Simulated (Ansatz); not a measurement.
Equilibrium volume per atom of some solids

Method: r²SCAN+rVV10 in Ansatz (plane waves, PAW). References are measured values corrected to a static lattice or taken at low temperature (these still hold zero-point motion). The table is a random draw of 14 from 17 solids with such references.

Values in Å³/atom.

| solid | reference | r²SCAN+rVV10 | error (%) |
|---|---|---|---|
| hcp Cd | 21.01*¶ | 21.33 | +1.5 |
| antiferromagnetic (type II) rock-salt NiO | 9.07 | 8.93 | -1.5 |
| antiferromagnetic (type II) rock-salt MnS | 17.57 | 17.03 | -3.1 |
| hcp Co | 10.96*¶ | 10.53 | -3.9 |
| hcp Tl | 27.99*¶ | 29.07 | +3.9 |
| hcp Y | 32.95*¶ | 33.04 | +0.3 |
| hcp Zr | 23.18*¶ | 23.27 | +0.4 |
| body-centred tetragonal In | 25.70*¶ | 25.67 | -0.1 |
| wurtzite ZnO | 11.89 | 11.70 | -1.6 |
| hcp Mg | 22.65*¶ | 22.46 | -0.8 |
| hcp Os | 13.85*¶ | 13.91 | +0.4 |
| hcp Ti | 17.50*¶ | 17.17 | -1.9 |
| hcp Ru | 13.45*¶ | 13.39 | -0.4 |
| hcp Re | 14.62*¶ | 14.59 | -0.2 |

Over these 14 solids the mean error is -0.5 %, the mean absolute error 1.4 % (median 1.2 %), and the worst case hcp Co at -3.9 %; the value is too low in 9 of 14 cases. Over all 17, from unrounded values, the mean error is -0.7 % and the mean absolute error 1.5 % (median 0.9 %).

A star marks references brought to a static lattice; the others are low-temperature values that still hold zero-point motion, which matters most for light elements.

Spin–orbit coupling is left out, also for the solids with elements from indium on (hcp Tl, body-centred tetragonal In, hcp Os, hcp Re); its size isn't shown.

¶ marks references of a special kind: hcp Cd, 21.01 Å³/atom (measured, copied from a table, unchecked, extrapolated to 0 K and zero-point effects removed; as tabulated in Lejaeghere et al. (2013), arXiv:1204.2733); hcp Co, 10.96 Å³/atom (measured, copied from a table, unchecked, extrapolated to 0 K and zero-point effects removed; as tabulated in Lejaeghere et al. (2013), arXiv:1204.2733); hcp Tl, 27.99 Å³/atom (measured, copied from a table, unchecked, extrapolated to 0 K and zero-point effects removed; as tabulated in Lejaeghere et al. (2013), arXiv:1204.2733); hcp Y, 32.95 Å³/atom (measured, copied from a table, unchecked, extrapolated to 0 K and zero-point effects removed; as tabulated in Lejaeghere et al. (2013), arXiv:1204.2733); hcp Zr, 23.18 Å³/atom (measured, copied from a table, unchecked, extrapolated to 0 K and zero-point effects removed; as tabulated in Lejaeghere et al. (2013), arXiv:1204.2733); body-centred tetragonal In, 25.70 Å³/atom (measured, copied from a table, unchecked, extrapolated to 0 K and zero-point effects removed; as tabulated in Lejaeghere et al. (2013), arXiv:1204.2733); hcp Mg, 22.65 Å³/atom (measured, copied from a table, unchecked, extrapolated to 0 K and zero-point effects removed; as tabulated in Lejaeghere et al. (2013), arXiv:1204.2733); hcp Os, 13.85 Å³/atom (measured, copied from a table, unchecked, extrapolated to 0 K and zero-point effects removed; as tabulated in Lejaeghere et al. (2013), arXiv:1204.2733); hcp Ti, 17.50 Å³/atom (measured, copied from a table, unchecked, extrapolated to 0 K and zero-point effects removed; as tabulated in Lejaeghere et al. (2013), arXiv:1204.2733); hcp Ru, 13.45 Å³/atom (measured, copied from a table, unchecked, extrapolated to 0 K and zero-point effects removed; as tabulated in Lejaeghere et al. (2013), arXiv:1204.2733); and 1 more.

Differences are worked out from the printed values.

Ansatz's density-functional and Hartree–Fock values are scalar-relativistic unless marked +SOC, with PAW data made under PBE.

Ansatz's runs of these crystals have no spin polarisation, but for antiferromagnetic (type II) rock-salt NiO, antiferromagnetic (type II) rock-salt MnS, hcp Co. Meta-GGAs and exact exchange favour moments, which can bear on hcp Co, hcp Y, hcp Ti.

Density-functional runs with spin start from opposed moments for antiferromagnetic (type II) rock-salt NiO, opposed moments for antiferromagnetic (type II) rock-salt MnS, parallel moments for hcp Co.

Not in this set, of the solids of all kinds but layered and molecular ones with a reference value in our tables and a result at some level: 299 for a reference at room or unstated temperature; 117 for a cell known from the COD alone; 46 for a published cell of unstated conditions; 5 for a high-temperature or high-pressure phase; 3 for no value at r²SCAN+rVV10 (not run, a failed fit, an unstable or unbound cell, or a value held back for tests). These can be a level's best or worst cases. At least 150 more with a reference value are held back for tests. Solids without a released value at any level aren't counted. Cubic solids are told by their lattice constant and aren't counted here. The metals Ce to Yb are counted apart.

References as tabulated in Lejaeghere et al. (2013), arXiv:1204.2733; Yang et al. (2022), arXiv:2205.02972; PSI, practical course at SINQ: magnetic order in MnS; arXiv:1206.3780.

Ansatz is a program for electronic structure.
